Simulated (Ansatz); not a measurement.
System (SMILES): [C-]#[NH+] (C-NH).
Geometry (B3LYP-D3(BJ)/def2-TZVP, fixed):
```xyz
3

C      0.0000     0.0000    -0.7364
N      0.0000     0.0000     0.4276
H      0.0000     0.0000     1.4250
```
Charge 0, spin multiplicity 1.

How fast the dipole moment converges with the basis for several methods (Ansatz, a quantum-chemistry and plane-wave program): deviation from each method's own reference, in D. References: HF 2.900 D, the value in aug-pcseg-3; MP2 3.297 D, the value in aug-pcseg-3; PBE 3.118 D, the value in aug-pcseg-3; PBE0 3.077 D, the value in aug-pcseg-3. Cartesian d functions, on some or all atoms, in 6-31G*; all else is spherical. In correlated methods cores are frozen. No added dispersion term, no relativity. The reference of a correlated method is not its basis-set limit, which lies further on.

```csv
basis,functions,HF,MP2,PBE,PBE0
pcseg-0,20,___,0.219,0.037,0.031
6-31G*,32,___,-0.066,-0.099,-0.085
def2-SVP,33,___,0.110,0.073,0.074
6-311G**,42,___,0.027,-0.003,0.004
6-311+G**,50,___,0.053,0.025,0.018
aug-pcseg-1,55,___,-0.005,0.007,0.007
cc-pVQZ,140,___,-0.003,-0.001,0.001
def2-QZVPPD,159,___,-0.001,0.000,0.000
```

Task: Fill in the missing entries.

Result: 
- pcseg-0, HF: -0.005
- 6-31G*, HF: -0.082
- def2-SVP, HF: 0.068
- 6-311G**, HF: 0.011
- 6-311+G**, HF: 0.001
- aug-pcseg-1, HF: 0.003
- cc-pVQZ, HF: 0.004
- def2-QZVPPD, HF: -0.001

Mean absolute deviation over 6-311G**, 6-311+G**: HF 0.006, PBE0 0.011, PBE 0.014, MP2 0.040 D.
